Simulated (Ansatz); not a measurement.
A barrier at the coupled-cluster level

Start structure (SiH6SO, closed shell), relaxed at PBE0-D4/def2-TZVP:

```xyz
9
angstrom
Si -1.2034 -0.0851 0.9450
O 0.3851 0.3444 0.7685
H -1.5081 -0.9549 -0.2121
H -2.0892 1.1097 0.9420
H -1.4182 -0.8238 2.2184
H 1.2878 0.2862 -1.2093
S 1.6865 0.2457 -2.4945
H 0.7756 0.9092 1.4367
H 2.0837 -1.0313 -2.3946
```

The step: SiH₄O ([OH][SiH3]) + H₂S → SiH₄S ([SiH3][SH]) + H₂O; bonds formed: Si1–S7, O2–H6; bonds broken: Si1–O2, H6–S7. Program: Ansatz 0.2.0. Basis: def2-TZVPP and def2-QZVPP. Cores are frozen in the correlated methods. Extrapolation: Hartree–Fock as exp(−7.88 √X), correlation as X^−2.97. Energies below are by CCSD(T) at an estimated basis limit (MP2 extrapolated from triple and quadruple zeta, plus CCSD(T) − MP2 in triple zeta).

Problem. What are the electronic barrier and the energy of the step, from the start structure to the end structure? (Judge from chemistry; the value comes from the calculation.)

Solution. By the calculation: Barrier 33.54 kcal/mol; step energy 5.89 kcal/mol (uphill); reverse barrier, their difference, 27.65 kcal/mol. Barrier and step energy count from the start structure, the reverse barrier from the end structure.

The saddle point: One imaginary mode of 262i cm⁻¹.
```tsv
pair	start (Å)	saddle (Å)	end (Å)
Si1–S7	4.50	2.51	2.15
O2–H6	2.17	1.05	0.97
Si1–O2	1.65	1.85	3.48
H6–S7	1.35	1.88	2.50
```

Zero-point energy (harmonic, PBE0-D4): ZPE is 34.64 kcal/mol at the start and 35.91 kcal/mol at the saddle, so the barrier goes from 33.54 to 34.80 kcal/mol.

T1 diagnostic: at most 0.012.

Labels in which every atom is bracketed show which atoms are joined, not bond orders.

For scale, one of the runs: CCSD(T)/def2-TZVPP, 199 basis functions, launched by `ansatz run in.yaml --threads 2 --pin off --events-out ev --progress --plain --max-ram 4352MiB`. Hardware: 2 CPU threads of an Arm Neoverse V2, shared host. Wall time 54 s; peak host memory 2.3 GiB.
